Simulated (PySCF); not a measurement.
Dissociation curve of HCl, singlet.

RKS-PBE = restricted PBE/cc-pVDZ in PySCF; UKS-PBE = unrestricted PBE/cc-pVDZ (PySCF); RKS-PBE0 = restricted PBE0/cc-pVDZ in PySCF 2.14.0; UCCSD(T) = CCSD(T) on UHF/cc-pVDZ, 5 core orbitals frozen in PySCF 2.14.0.

Energies relative to the lowest point of each curve near equilibrium, in kcal/mol; the last columns give the difference from UCCSD(T):

| R / Å | RKS-PBE | UKS-PBE | RKS-PBE0 | UCCSD(T) | RKS-PBE − UCCSD(T) | UKS-PBE − UCCSD(T) | RKS-PBE0 − UCCSD(T) |
|---|---|---|---|---|---|---|---|
| 0.95 | 89.0 | 89.0 | 86.8 | 87.5 | 1.5 | 1.5 | -0.7 |
| 1.02 | 48.9 | 48.9 | 47.0 | 47.3 | 1.6 | 1.6 | -0.3 |
| 1.09 | 23.8 | 23.8 | 22.3 | 22.4 | 1.4 | 1.4 | -0.1 |
| 1.15 | 10.8 | 10.8 | 9.7 | 9.7 | 1.1 | 1.1 | 0.0 |
| 1.20 | 4.4 | 4.4 | 3.6 | 3.6 | 0.8 | 0.8 | 0.0 |
| 1.25 | 1.0 | 1.0 | 0.6 | 0.6 | 0.4 | 0.4 | 0.0 |
| 1.28 | 0.2 | 0.2 | 0.0 | 0.0 | 0.2 | 0.2 | 0.0 |
| 1.31 | 0.0 | 0.0 | 0.1 | 0.1 | -0.1 | -0.1 | 0.0 |
| 1.36 | 1.0 | 1.0 | 1.5 | 1.6 | -0.6 | -0.6 | -0.1 |
| 1.41 | 3.3 | 3.3 | 4.2 | 4.4 | -1.1 | -1.1 | -0.1 |
| 1.50 | 9.6 | 9.6 | 11.3 | 11.5 | -1.9 | -1.9 | -0.1 |
| 1.58 | 16.6 | 16.6 | 19.1 | 19.2 | -2.6 | -2.6 | 0.0 |
| 1.72 | 30.4 | 30.4 | 34.3 | 33.7 | -3.3 | -3.3 | 0.6 |
| 1.94 | 52.1 | 52.1 | 58.1 | 55.8 | -3.7 | -3.7 | 2.3 |
| 2.12 | 68.0 | 68.0 | 75.7 | 70.7 | -2.8 | -2.8 | 5.0 |
| 2.31 | 82.3 | 81.4 | 91.7 | 82.9 | -0.6 | -1.6 | 8.8 |
| 2.57 | 97.9 | 91.4 | 109.5 | 92.8 | 5.2 | -1.4 | 16.8 |
| 2.81 | 108.8 | 96.2 | 122.2 | 96.2 | 12.6 | 0.0 | 26.1 |
| 3.13 | — | 99.7 | 134.8 | 97.5 | — | 2.2 | 37.2 |
| 3.46 | — | 101.6 | 143.7 | 97.9 | — | 3.7 | 45.8 |
| 3.87 | — | 102.8 | 151.0 | 98.1 | — | 4.7 | 52.9 |
| 4.50 | — | 103.5 | 157.1 | 98.1 | — | 5.4 | 58.9 |
| 5.17 | — | 103.7 | 160.2 | 98.1 | — | 5.6 | 62.1 |

RKS-PBE is furthest from UCCSD(T) at 2.81 (12.6 kcal/mol, above); its mean absolute difference over the points is 2.3 kcal/mol.

UKS-PBE is furthest from UCCSD(T) at 5.17 (5.6 kcal/mol, above); its mean absolute difference over the points is 2.1 kcal/mol.

RKS-PBE0 is furthest from UCCSD(T) at 5.17 (62.1 kcal/mol, above); its mean absolute difference over the points is 13.8 kcal/mol.

Dashes: no converged value, or the column stops at the first point that the program doubted or that broke a chosen test of continuity, which isn't proof of a fault.

The restricted form behind RKS-PBE, RKS-PBE0 keeps the bonding electrons paired and can't separate into open-shell fragments. The unrestricted determinant behind UKS-PBE is spin-contaminated at 2.31 to 5.17 Å (<S²> up to 1.0, against 0.00 for a pure singlet). At the longest distance RKS-PBE0 leaves fractional charges on the fragments, a sign of delocalisation error or of the restricted form. The unrestricted determinant behind UCCSD(T) is spin-contaminated at 1.94 to 5.17 Å (<S²> up to 1.0, against 0.00 for a pure singlet).
